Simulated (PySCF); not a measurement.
First SCF of a structure search on singlet S₂F₂, at a hand-made trigonal pyramidal geometry. PySCF input:

```python
from pyscf import gto, scf, dft
mol = gto.M(atom='''
S     -0.000000    -0.619870    -0.000010
S      1.173850     0.848690    -0.000010
F     -0.987710    -0.192540    -1.276970
F     -0.987740    -0.192540     1.277000''',
    basis={'S': 'def2-TZVP', 'F': 'def2-TZVP'},
    charge=0, spin=0)
mf = dft.RKS(mol, xc='PBE0')
mf.grids.atom_grid = (50, 194)
aux = {'S': 'def2-universal-JKFIT', 'F': 'def2-universal-JKFIT'}
mf = mf.density_fit(auxbasis=aux)
mf.conv_tol = 1e-08
mf.diis_space = 10
mf.max_cycle = 60
mf.init_guess = 'minao'
mf.verbose = 4
mf.kernel()
```

Excerpt of the output (cycles and frontier levels):

```
init E= -996.201795890813
  HOMO = -0.303358101487789  LUMO = -0.103051870756764  gap/eV = 5.45061
cycle= 1 E= -995.565777169164  delta_E= 0.636  |g|= 0.798  |ddm|= 2.01
  HOMO = -0.290909558262684  LUMO = -0.134810753984769  gap/eV = 4.24766
cycle= 2 E= -995.218870281297  delta_E= 0.347  |g|= 1.59  |ddm|= 1.34
  HOMO = -0.30653394357653  LUMO = -0.0887632274900853  gap/eV = 5.92584
cycle= 3 E= -995.683930316972  delta_E= -0.465  |g|= 0.0949  |ddm|= 0.918
  HOMO = -0.300899360122074  LUMO = -0.0956311851490949  gap/eV = 5.58563
cycle= 4 E= -995.683352584202  delta_E= 0.000578  |g|= 0.102  |ddm|= 0.153
  HOMO = -0.304983717854966  LUMO = -0.0910203684080869  gap/eV = 5.82224
cycle= 5 E= -995.686188819449  delta_E= -0.00284  |g|= 0.0202  |ddm|= 0.0957
  HOMO = -0.304044256200138  LUMO = -0.0905311002902328  gap/eV = 5.80999
cycle= 6 E= -995.686272687355  delta_E= -8.39e-05  |g|= 0.00247  |ddm|= 0.0143
  HOMO = -0.30416326602067  LUMO = -0.0906159157296591  gap/eV = 5.81092
cycle= 7 E= -995.686274131007  delta_E= -1.44e-06  |g|= 0.00069  |ddm|= 0.00202
  HOMO = -0.304058803583883  LUMO = -0.0905840463047397  gap/eV = 5.80894
cycle= 8 E= -995.68627428146  delta_E= -1.5e-07  |g|= 0.000144  |ddm|= 0.000865
  HOMO = -0.304083094274603  LUMO = -0.090605626292124  gap/eV = 5.80902
cycle= 9 E= -995.686274287185  delta_E= -5.73e-09  |g|= 3.01e-05  |ddm|= 0.000184
  HOMO = -0.304076446171025  LUMO = -0.0906019535701907  gap/eV = 5.80894
Extra cycle  E= -995.686274287072  delta_E= 1.13e-10  |g|= 4.59e-05  |ddm|= 5.21e-05
converged SCF energy = -995.686274287072
```

No lower solution of this spin was found by a stability analysis within the restricted form, which does not test spin polarisation.

The search for the lowest solution, with the stability check, took 7.1 s on 4 threads of a shared Arm Neoverse V1 host, with 136 basis functions; the process peaked at 0.45 GiB.
